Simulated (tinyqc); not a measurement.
Worked calculation: RKS/LDA (VWN5) in the sto-3g basis, for CH2, spin multiplicity 1. This run ends on a higher stationary point, not on the lowest solution. One step of it, computed by the program tinyqc.

Problem. Orthogonalisation. S = U s U^T; canonical form X = U s^(-1/2), so that X^T S X = 1. Each column of U has its largest component positive (the first on a tie).

overlap S:
```
           1C 1s     1C 2s    1C 2px     1C 2py    1C 2pz     2H 1s      3H 1s
1C 1s   1.000000  0.248362  0.000000   0.000000  0.000000  0.056532   0.056532
1C 2s   0.248362  1.000000  0.000000   0.000000  0.000000  0.467154   0.467154
1C 2px  0.000000  0.000000  1.000000   0.000000  0.000000  0.000000   0.000000
1C 2py  0.000000  0.000000  0.000000   1.000000  0.000000  0.403684  -0.403684
1C 2pz  0.000000  0.000000  0.000000   0.000000  1.000000  0.204843   0.204843
2H 1s   0.056532  0.467154  0.000000   0.403684  0.204843  1.000000   0.115738
3H 1s   0.056532  0.467154  0.000000  -0.403684  0.204843  0.115738   1.000000
```

Give: eigenvalues of S; X.

Solution.

eigenvalues of S: 0.314  0.368  0.886  1.000  1.079  1.516  1.837

X:
```
             1       2       3      4       5       6      7
1C 1s   -0.310   0.000   0.780  0.000  -0.584   0.000  0.186
1C 2s    1.227   0.000  -0.281  0.000  -0.247   0.000  0.461
1C 2px   0.000   0.000   0.000  1.000   0.000   0.000  0.000
1C 2py   0.000   1.105   0.000  0.000   0.000   0.603  0.000
1C 2pz   0.489   0.000   0.619  0.000   0.699   0.000  0.178
2H 1s   -0.819  -0.864  -0.173  0.000   0.134   0.385  0.364
3H 1s   -0.819   0.864  -0.173  0.000   0.134  -0.385  0.364
```
